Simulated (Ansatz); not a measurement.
`C=C(F)CF`, relaxed with RKS PBE0-D4/def2-TZVP in the Gaussian-basis code of Ansatz from a PBE-D4/def2-SVP geometry. The force threshold is 0.005 eV/Å; the program also tests the step.

The species carries charge 0 and has multiplicity 1.

Start:

```xyz
9

C     0.091   -0.104    1.414
C    -0.177    0.448    0.226
F    -0.693    1.691    0.105
C     0.033   -0.173   -1.127
F     0.551   -1.444   -1.016
H     0.509   -1.117    1.447
H    -0.102    0.442    2.347
H    -0.939   -0.208   -1.673
H     0.726    0.465   -1.724
```

Question: By how much does the energy fall, and how many steps does the optimiser take? (Estimate.)

Answer: Computed: 4.55 kJ/mol, in 6 steps.

Question: Which bonds change most? (Estimate.)

Answer: The calculation gave: C1–C2 from 1.337 to 1.316 Å; C4–H8 from 1.116 to 1.096 Å; C4–H9 from 1.115 to 1.096 Å; C1–H7 from 1.098 to 1.081 Å.

Question: Give the relaxed structure. (Estimate.)

Answer: Computed: 
```xyz
9

C     0.089   -0.102    1.402
C    -0.170    0.434    0.228
F    -0.679    1.671    0.111
C     0.029   -0.164   -1.122
F     0.549   -1.428   -1.026
H     0.498   -1.100    1.448
H    -0.104    0.443    2.316
H    -0.929   -0.213   -1.652
H     0.716    0.459   -1.707
```
